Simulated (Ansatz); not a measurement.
# SiNF+ (quartet): wave-function methods side by side, def2-TZVPP

The task here is to estimate one member of a computed series from the others.

The runs use Ansatz 0.2.0, Gaussian basis; def2-TZVPP, core rule «outside noble gas», up to 7 orbitals frozen.

The runs, in order: UHF; ROHF; CCSD(T) on UHF.

2 further runs of the same task are left out: 2 set aside as unsound or not needed.

## The geometry

The geometry is a PBE0/def2-TZVP stationary point (not a proven minimum) of the parent state, kept for this charge and spin.

3 atoms, charge 1, spin multiplicity 4.

Atoms are counted from 1 here; the program's logs count them from 0.

Bond lengths: F1–Si3 1.593 Å, N2–Si3 1.670 Å. Angles: F1–Si3–N2 114.3°.

The first run:

in.yaml reads:

```yaml
crystal:
  periodic: [false, false, false]
  atoms:
    - {symbol: F, position_ang: [0.000000, 0.363379, 1.250957]}
    - {symbol: N, position_ang: [0.000000, 0.458595, -1.488424]}
    - {symbol: Si, position_ang: [0.000000, -0.474516, -0.103907]}
basis:
  gaussian: {orbitals: def2-TZVPP}
total_charge: 1
magnetization: {spin_polarized: true, initial_magnetization: 3}
hamiltonian: {xc: hf}
output: {orbitals: {seedname: orbitals}}
```

Run with:

```sh
> ansatz run in.yaml --threads 1 --pin off --events-out ev --progress --plain --max-ram 2816MiB --backend cpu
```

Among the steps run: UHF; ROHF; CCSD(T) on UHF.

One of the session's tables, all rows but one given; the rest of the session is left out.

It belongs to the step «Misses and costs». 

```
  method  from UCCSD(T) (meV)
    ROHF                    ?
     UHF             +12945.3
    UMP2              +1057.5
   UCCSD               +454.1
UCCSD(T)                    0
```

Q: Estimate the row for ROHF from the others.

**Answer.** from UCCSD(T) (meV): +13175.0. In the column «from UCCSD(T) (meV)» it is the highest.
